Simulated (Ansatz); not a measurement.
The first iterations of a band of H$_{4}$Si (5 atoms, charge 0, multiplicity 1).

Theory: RKS revPBE-D4/def2-SVP (Ansatz).

```
movable images  : 5
climbing image  : yes
spring          : 5.0 eV/Å²
optimiser       : quadratic models (default)
start path      : through a guess of the saddle point
force threshold : 0.03 eV/Å
iteration limit : 60
end points      : relaxed
```

Initial state:

```xyz
5
Properties=species:S:1:pos:R:3
Si 0.241 0.000 0.171
H 0.241 0.000 1.674
H 1.659 0.000 -0.330
H -0.468 1.228 -0.331
H -0.468 -1.228 -0.331
```

Final state:

```xyz
5
Properties=species:S:1:pos:R:3
Si 0.241 0.000 -0.705
H 0.696 0.000 1.078
H 1.401 0.000 0.589
H -0.565 1.135 -0.054
H -0.565 -1.135 -0.054
```

| iteration | highest image above the first end (eV) | largest band force component (eV/Å) |
| --- | --- | --- |
| 1 | 3.306 | 3.571 |
| 2 | 2.465 | 2.458 |

Problem. Does the band converge within its limit, and where does its top end?

Solution. The forces met the threshold. It ended after 8 iterations with the highest image 2.269 eV above the first end. A vibrational analysis at the climbing image gives one clearly imaginary mode, 988i cm⁻¹: a first-order saddle point.

Time of the run: 24 s on 1 thread of Intel(R) Xeon(R) Platinum 8259CL CPU @ 2.50GHz (Skylake/Cascade Lake) (shared host), peak memory 0.1 GiB.
